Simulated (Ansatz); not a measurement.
System: Cl2, net charge 1, doublet state. 
Structure (B3LYP-D3(BJ)/def2-TZVP (Ansatz, a program for electronic structure) minimum search):
```
Cl
Cl 1 1.9100
```
Charge +1, spin multiplicity 2.

Total electronic energies in hartree. Cores are frozen in the correlated levels unless marked. UHF or UKS for open shells. Spin-orbit coupling is left out. Non-relativistic. Basis-set limits of correlation are two-point, X^-3; Hartree-Fock from the larger set (for Q and 5 zeta extrapolated as (X+1)exp(-9√X)). The bracket is a focal-point correction in the basis named.

| level | program | energy (Eh) |
|---|---|---|
| B2GP-PLYP/def2-TZVPD | Ansatz | -919.62024 |
| MP2/cc-pV(T+d)Z | Ansatz | -918.96277 |
| SCS-MP2/cc-pV(T+d)Z | Ansatz | -918.95607 |
| CCSD/aug-cc-pV(T+d)Z | Ansatz | -919.00284 |
| CCSD/aug-cc-pV(Q+d)Z | Ansatz | -919.03770 |
| CCSD/def2-QZVPP | Ansatz | -919.03692 |
| CCSDT/cc-pV(D+d)Z | Ansatz | -918.86751 |
| RI-MP2/CBS(cc-pV(T+d)Z,cc-pV(Q+d)Z)+[CCSD(T)-MP2]/cc-pV(D+d)Z | Ansatz | -919.0679 |
| CCSD(T)/CBS(cc-pV(Q+d)Z,cc-pV(5+d)Z) | Ansatz | -919.0834 |

Totals of different functionals don't rank their quality; only differences between species are comparable.
